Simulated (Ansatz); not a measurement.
Two members of one family ((LiH)n off), computed with Ansatz in the gas phase. The two geometries come from different levels. HOMO and LUMO are taken over both spins. The spins of the ions were chosen, not always searched. A dash marks a value that wasn't run or was left out as unsound. The structures are stationary points that may keep the symmetry of their start. Remarks come from the PBE and PBE0 runs and from stability tests at other levels; not every state was tested. HOMO above LUMO (over both spins in singlets and doublets, within one spin in higher multiplets; at PBE or PBE0), or a gap under 0.15 eV within one spin, warns that the state may not be the lowest or that an electron is smeared out.

First: Li2H⁺ (singlet, charge 1, PBE0-D4/def2-TZVP geometry).

| atom | x (Å) | y (Å) | z (Å) |
| --- | --- | --- | --- |
| Li1 | 0.352 | -1.185 | 1.070 |
| Li2 | -0.352 | 1.185 | -1.069 |
| H3 | 0.000 | 0.000 | 0.000 |

```json
{"level": "PBE-D4/def2-TZVP", "HOMO (eV)": "-11.00", "LUMO (eV)": "-5.04", "gap (eV)": "5.96", "vertical EA (eV)": "4.04"}
{"level": "B3LYP-D4/6-31G", "HOMO (eV)": "-12.10", "LUMO (eV)": "-4.86", "gap (eV)": "7.24", "vertical EA (eV)": "–"}
{"level": "PBE0-D4/def2-SVP", "HOMO (eV)": "-12.19", "LUMO (eV)": "-4.43", "gap (eV)": "7.76", "vertical EA (eV)": "–"}
{"level": "PBE0-D4/def2-TZVP", "HOMO (eV)": "-12.26", "LUMO (eV)": "-4.51", "gap (eV)": "7.75", "vertical EA (eV)": "3.89"}
{"level": "BHLYP-D4/def2-TZVP", "HOMO (eV)": "-13.50", "LUMO (eV)": "-4.37", "gap (eV)": "9.13", "vertical EA (eV)": "–"}
```

Remarks: gap within one spin near zero at PBE or PBE0 (triplet), gap within one spin near zero at PBE or PBE0 (quintet), gap within one spin near zero at PBE or PBE0 (neutral doublet).

Second: Li2H2⁺ (doublet, charge 1, PBE-D4/def2-TZVP geometry; reduced ion singlet).

```
atom    x (Å)    y (Å)    z (Å)
 Li1  -1.2360   0.3538  -1.0009
 Li2   1.2334  -0.3664   0.9993
  H3   0.3103  -0.2806  -0.4848
  H4  -0.3078   0.2932   0.4864
```

Task: What does the change do? Estimate second minus first.

Result: 
| level | Δ HOMO (eV) | Δ LUMO (eV) | Δ gap (eV) | Δ vertical EA (eV) |
| --- | --- | --- | --- | --- |
| PBE-D4/def2-TZVP | 2.11 | -2.26 | -4.37 | 0.63 |
| B3LYP-D4/6-31G | 2.28 | -1.99 | -4.27 | – |
| PBE0-D4/def2-SVP | 2.26 | -1.85 | -4.11 | – |
| PBE0-D4/def2-TZVP | 2.30 | -1.82 | -4.12 | 0.69 |
| BHLYP-D4/def2-TZVP | 2.49 | -1.29 | -3.78 | – |

Remarks: gap within one spin near zero at PBE or PBE0 (quartet).
